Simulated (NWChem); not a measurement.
# Spin states of C₂H₃

SMILES: [CH]=C
```xyz
5

C      0.2486     0.6847     0.0000
C     -0.1175    -0.5818     0.0000
H     -0.2181     1.6789     0.0000
H     -1.1865    -0.8878     0.0000
H      0.6179    -1.4084     0.0000
```
Charge 0, spin multiplicity 2.

The numbers come from NWChem runs, not from measurements. The geometry was optimised at UPBE/def2-SVP, a minimum by its harmonic frequencies.

Basis set: def2-TZVP. The gap is E(quartet) − E(doublet) at the geometry of the doublet, so a negative value puts the higher spin lower. Open shells are unrestricted, coupled cluster uses restricted open-shell references. The quartet is the single determinant that the SCF runs reached, with unpaired electrons in orbitals of symmetry a' and a" and a" (Cs labels); it need not be the lowest quartet, which in molecules with degenerate π orbitals can need several determinants.

The correlated methods keep 2 core orbitals frozen. B3LYP has NWChem's definition, with VWN1-RPA local correlation. The structure started from a generated list of species. The unpaired electrons of the parent sit in orbitals of symmetry a' (Cs labels of the run); other states weren't searched. No SCF solution was tested for a lower state. Open-shell Hartree-Fock references start from PBE0 orbitals. No row is a measurement; the coupled-cluster row has its own basis-set and correlation limits.

### Question
For the vertical doublet-quartet gap, CAM-B3LYP gives 100.0 kcal/mol and B3LYP gives 101.5 kcal/mol. What do CCSD(T), PBE, B2PLYP give?

### Answer
CCSD(T): 102.7 kcal/mol; PBE: 102.2 kcal/mol; B2PLYP: 102.1 kcal/mol.
